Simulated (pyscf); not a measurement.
This saddle point was located with ωB97X-D3(BJ)/def2-SVP in PySCF.

```xyz
6

Cl    -0.3026    -0.3357     1.6951
C     -1.1566    -0.3662     0.1813
Cl    -0.8294    -1.7869    -0.7655
Cl    -2.8529    -0.0206     0.3406
H     -0.6955     0.5703    -0.4700
Cl    -0.0993     1.7813    -1.3126
```
Charge 0, spin multiplicity 2.

Surface: doublet, charge 0. Lowest wavenumbers (cm⁻¹): 621i, 56, 56, 273, 273.

### Question
Which two sides does it connect, and which bonds change?

### Answer
`[Cl][CH]([Cl])[Cl]` + `[Cl]` [doublet] ⇌ `[Cl][C]([Cl])[Cl]` [doublet] + `[ClH]`, a hydrogen abstraction read from left to right: C–H broken and Cl–H formed. At ωB97M-D3(BJ)/def2-TZVP it lies +2.4 kcal/mol from the left side and +9.4 kcal/mol from the right (each side as separated species at their lowest minima found). One saddle was located; it need not be the lowest between these sides. The angle at the transferred H is 180°. Left out: the spin-orbit lowering of Cl.
